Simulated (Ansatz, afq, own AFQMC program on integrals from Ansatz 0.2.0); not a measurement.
## Where AFQMC and coupled cluster stand for BH$_{4}$, doublet

```xyz
5

B    -0.1707    0.0000    0.0000
H    -0.7674    1.0336    0.0000
H    -0.7674   -1.0336    0.0000
H     1.3103    0.0000    0.0000
H     2.0553    0.0000    0.0000
```

Basis cc-pVTZ. Noble-gas cores (and the filled d shells of Ga–Kr and In–Xe) are frozen. AFQMC by an in-house program on the Cholesky factors that Ansatz 0.2.0 writes for its CCSD(T) run. The CISD trial takes its coefficients from CCSD amplitudes. Released means that phaseless walkers are propagated on without the constraint, phases kept. Error bars are statistical, one sigma.

Determinant: UHF, the one that the program's search chose, which needn't be the lowest solution. The geometry is a point of a scan.

No full CI on the walks' own integrals is used here; CCSDT(Q) serves as the reference and is uncertain by about the last step of the cluster series.

Cautions: the released energies move by 1.5 errors or more from one time to the next, so no released level is given (meV from the phaseless value at times in 1/Eh: -1.7 ± 2.1 at 0.24, -2.6 ± 1.5 at 0.51, -2.5 ± 1.4 at 0.99, -1.5 ± 1.2 at 1.62, -8.5 ± 1.8 at 2.40).

The T1 diagnostic is 0.0121 and the weight of the determinant in the CISD state is 0.930. The ⟨S²⟩ of the determinant is 0.768 and the size of the correlated space is 7 electrons in 85 orbitals.

| level | correlation energy (eV) |
| --- | --- |
| MP2 | -3.3759 |
| CCSD | -4.0943 |
| CCSD(T) | -4.1776 |

Task: Estimate where phaseless AFQMC with the Hartree–Fock trial lies against CCSD(T) on the same integrals.

Result: 0.75 ± 0.78 mEh above CCSD(T). The gap is under twice the noise, so this walk alone can't tell the two apart.

Reference: CCSDT(Q), correlation energy -4.196 eV.

| level | E − E(reference) (mEh) | share of correlation (%) |
| --- | --- | --- |
| CCSD(T) | 0.68 | 99.56 |
| CCSDT | 0.06 | 99.96 |
| ph-AFQMC/HF | 1.42 ± 0.78 | 99.08 |
| ph-AFQMC/CISD | 0.14 ± 0.07 | 99.91 |

A walk keeps the symmetry of its determinant, which the program's search chose and which needn't be the lowest solution, so a lower state of the same spin and another symmetry isn't excluded.
